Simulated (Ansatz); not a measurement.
Litharge PbO was calculated with PBEsol (PAW; Ansatz, a first-principles code).

Run with plane-wave cutoff 520 eV, 8×8×8 k mesh, Fermi–Dirac smearing 0.01 eV, scalar-relativistic PAW data made under PBE.

Cell (measured lattice):

```yaml
crystal:
  lattice:
    - [3.97500, 0.00000, 0.00000]
    - [0.00000, 3.97500, 0.00000]
    - [0.00000, 0.00000, 5.02300]
  atoms:
    - { symbol: Pb, position: [0.50000, 0.00000, 0.76320] }
    - { symbol: Pb, position: [0.00000, 0.50000, 0.23680] }
    - { symbol: O, position: [0.50000, 0.50000, 0.00000] }
    - { symbol: O, position: [0.00000, 0.00000, 0.00000] }
```

Problem. What does this level give for the band gap, smallest direct gap on the k points sampled and direct gap at Γ?

Solution. 
* **band gap**: 1.14 eV
* **smallest direct gap on the k points sampled**: 2.18 eV
* **direct gap at Γ**: 2.33 eV

Note: cell and atoms aren't relaxed at this level (largest force component 0.03 eV/Å, pressure 0.4 GPa).

Spin–orbit coupling is not included; with these elements it can move the gap by several tenths of an eV or more.

Computed values are for the static lattice.

Cost on a shared machine: very roughly 30 core-seconds.
